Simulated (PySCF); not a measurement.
# C3H3F3 (SMILES FCC=C(F)F): levels of theory compared

Aim: a comparison of 3 runs (SVWN5/ANO-RCC-MB, SVWN5/ANO-RCC-VDZ, SVWN5/ANO-RCC-VDZP) of C3H3F3. The job is set up through a Python script.

The results are computed with PySCF 2.14.0.

## Step 1: The molecule

C3H3F3 has 9 atoms, charge 0, and is taken as a singlet. As SMILES, `FCC=C(F)F`. Geometry: relaxed at PBE0-D4/def2-TZVP. This is a higher conformer, about 10 kJ/mol above the lowest found by a separate search.

Bond lengths: F1–C2 1.373 Å, C2–C3 1.488 Å, C3–C4 1.318 Å, C4–F5 1.308 Å, C4–F6 1.318 Å, C2–H7 1.096 Å, C2–H8 1.097 Å, C3–H9 1.083 Å. Some angles: F1–C2–C3 112.8°, C2–C3–C4 127.6°, C3–C4–F5 127.2°, C3–C4–F6 123.1°, F5–C4–F6 109.7°, F1–C2–H7 107.9°, F1–C2–H8 107.9°, C3–C2–H7 110.0°, C3–C2–H8 110.2°, C2–C3–H9 116.6°.

## Step 2: The energy at SVWN5/ANO-RCC-MB (sfX2C) (run 1)

The input, mol.xyz:

```xyz
9

F     -1.029400    -1.196100    -0.990200
C     -0.829100    -0.794000     0.307500
C      0.205000     0.269200     0.429700
C      0.870800     0.859000    -0.543000
F      0.761800     0.632200    -1.826200
F      1.774000     1.795200    -0.333300
H     -0.532900    -1.673700     0.891100
H     -1.788300    -0.436600     0.700800
H      0.442100     0.602300     1.432600
```

The input, run.py:

```python
# FCC=C(F)F
from pyscf import gto, dft

molecule = gto.M(
    atom='mol.xyz',
    charge=0,
    verbose=3,
    max_memory=1860,
    basis='ano-rcc-mb',
)

mf = dft.RKS(molecule)
mf.xc = 'svwn'
mf = mf.x2c()
mf.grids.level = 4
mf.conv_tol = 1e-10
mf.kernel()
if not mf.converged:
    mf = mf.newton().run(mf.mo_coeff, mf.mo_occ)

etot = mf.e_tot
print('E(%s) = %.9f' % ('SVWN5', etot))
```

Started as:

```sh
$ OMP_NUM_THREADS=1 python run.py
```

What it wrote:

```text
converged SCF energy = -412.750300853604
E(SVWN5) = -412.750300854
```

Run time: 9.6 s. Hardware: 1 thread of Arm Neoverse V2, shared host; peak memory 0.17 GiB.

## Step 3: A single-point energy at SVWN5/ANO-RCC-VDZ (sfX2C) (run 2)

The input, input.py:

```python
from pyscf import gto, dft

system = gto.M(
    atom=[
    ('F', (-1.029400, -1.196100, -0.990200)),
    ('C', (-0.829100, -0.794000, 0.307500)),
    ('C', (0.205000, 0.269200, 0.429700)),
    ('C', (0.870800, 0.859000, -0.543000)),
    ('F', (0.761800, 0.632200, -1.826200)),
    ('F', (1.774000, 1.795200, -0.333300)),
    ('H', (-0.532900, -1.673700, 0.891100)),
    ('H', (-1.788300, -0.436600, 0.700800)),
    ('H', (0.442100, 0.602300, 1.432600)),
],
    charge=0,
    basis='ano-rcc-vdz',
    verbose=3,
    max_memory=1860,
    spin=0,
)

mf = dft.RKS(system)
mf.xc = 'svwn'
mf = mf.x2c()
mf.grids.level = 4
mf.conv_tol = 1e-10
mf.kernel()
if not mf.converged:
    mf = mf.newton().run(mf.mo_coeff, mf.mo_occ)

e_final = mf.e_tot
print('E(%s) = %.9f' % ('SVWN5', e_final))
```

Started as:

```sh
$ OMP_NUM_THREADS=1 python input.py
```

What it wrote:

```text
converged SCF energy = -413.01350176389
E(SVWN5) = -413.013501764
```

It took 13 s on 1 thread of Arm Neoverse V2, shared host; peak memory 0.2 GiB.

## Step 4: A single-point energy at SVWN5/ANO-RCC-VDZP (sfX2C) (run 3)

The input, input.py:

```python
from pyscf import gto, dft

mol = gto.Mole()
mol.atom = [
    ('F', (-1.029400, -1.196100, -0.990200)),
    ('C', (-0.829100, -0.794000, 0.307500)),
    ('C', (0.205000, 0.269200, 0.429700)),
    ('C', (0.870800, 0.859000, -0.543000)),
    ('F', (0.761800, 0.632200, -1.826200)),
    ('F', (1.774000, 1.795200, -0.333300)),
    ('H', (-0.532900, -1.673700, 0.891100)),
    ('H', (-1.788300, -0.436600, 0.700800)),
    ('H', (0.442100, 0.602300, 1.432600)),
]
mol.spin = 0
mol.max_memory = 1860
mol.verbose = 4
mol.basis = 'ano-rcc-vdzp'
mol.build()

mf = dft.RKS(mol, xc='svwn')
mf = mf.sfx2c1e()
mf.grids.level = 4
mf.conv_tol = 1e-10
mf.kernel()
if not mf.converged:
    mf = mf.newton().run(mf.mo_coeff, mf.mo_occ)

e_tot = mf.e_tot
print('E = %.10f Eh' % e_tot)
```

Started as:

```sh
$ OMP_NUM_THREADS=1 python input.py
```

What it wrote:

```text
PySCF version 2.14.0

[... 87 lines left out ...]
converged SCF energy = -413.126456794566
E = -413.1264567946 Eh
```

Wall time 36 s (1 thread of Arm Neoverse V2, shared host); peak memory 0.34 GiB.

## Step 5: Overview of the runs

| run | level | energy (Eh) | dipole moment (D) | HOMO energy (eV) | LUMO energy (eV) | wall time |
| --- | --- | --- | --- | --- | --- | --- |
| 1 | SVWN5/ANO-RCC-MB (sfX2C) | -412.750301 | 2.96 | -7.79 | -2.29 | 9.6 s |
| 2 | SVWN5/ANO-RCC-VDZ (sfX2C) | -413.013502 | 3.35 | -6.71 | -1.01 | 13 s |
| 3 | SVWN5/ANO-RCC-VDZP (sfX2C) | -413.126457 | 2.59 | -6.32 | -0.61 | 36 s |

## Step 6: Results

| quantity | value |
| --- | --- |
| run 3: total energy | -413.12646 Eh |
| run 3: dipole moment | 2.59 D |
| run 3: HOMO energy | -6.32 eV |
| run 3: LUMO energy | -0.61 eV |
| run 3: HOMO–LUMO gap | 5.71 eV |

In words: The dipole moment (its size) runs from 2.59 D (SVWN5/ANO-RCC-VDZP) to 3.35 D (SVWN5/ANO-RCC-VDZ). The HOMO–LUMO gap runs from 5.50 eV (SVWN5/ANO-RCC-MB) to 5.71 eV (SVWN5/ANO-RCC-VDZP). In run 1 the basis is minimal, so the values are rough. All runs together took 59 s, the longest 36 s.
